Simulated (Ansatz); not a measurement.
# Worked example: correlation energy of PH3⁺, doublet

Geometry: displaced at random from a stationary point.

```xyz
4

P     0.0077    0.0028   -0.0340
H     1.1968    0.0257    0.3512
H    -0.7710    1.1456    0.3365
H    -0.6636   -1.2564    0.3580
```

Basis cc-pVTZ; Ansatz 0.2.0. Only valence electrons are correlated (noble-gas cores frozen), which leaves 7 electrons in 71 orbitals. R marks a restricted (for open shells ROHF) determinant, U an unrestricted one.

Full CI isn't at hand for all of this; UCCSDT(Q) serves as the reference, and is uncertain by the last step of the cluster series or more.

UCCSD has a T1 diagnostic of 0.013 and a largest doubles amplitude of 0.04.

Runs differ by some tens of microhartree through their thresholds and, for an open shell, their frozen cores, so steps under 0.03 kcal/mol mean nothing.

```json
{"level": "UHF", "total energy (hartree)": "-342.157709"}
{"level": "UMP2", "total energy (hartree)": "-342.287976"}
{"level": "UCCSD", "total energy (hartree)": "-342.314704"}
{"level": "UCCSD(T)", "total energy (hartree)": "-342.318958"}
{"level": "UCCSDT", "total energy (hartree)": "-342.319767"}
{"level": "UCCSDT(Q)", "total energy (hartree)": "-342.319871"}
```

Problem. What is the correlation energy at UCCSDT(Q), and what share of it do UMP2 and UCCSDT recover?

Solution. E(corr) = -342.319871 − (-342.157709) = -0.162162 hartree = -4.413 eV. UMP2: -0.130267 / -0.162162 = 80.33 %. UCCSDT: -0.162058 / -0.162162 = 99.94 %.

Problem. By how many kcal/mol does UCCSD(T) miss UCCSDT(Q) (1 hartree = 627.509 kcal/mol), and which steps make up the rest?

Solution. -342.318958 − (-342.319871) = 0.000913 hartree = 0.57 kcal/mol. Steps: UCCSDT − UCCSD(T) = -0.51, UCCSDT(Q) − UCCSDT = -0.07 kcal/mol. That is within 1 kcal/mol of the reference in this basis, which itself misses far more of the correlation at the basis-set limit.
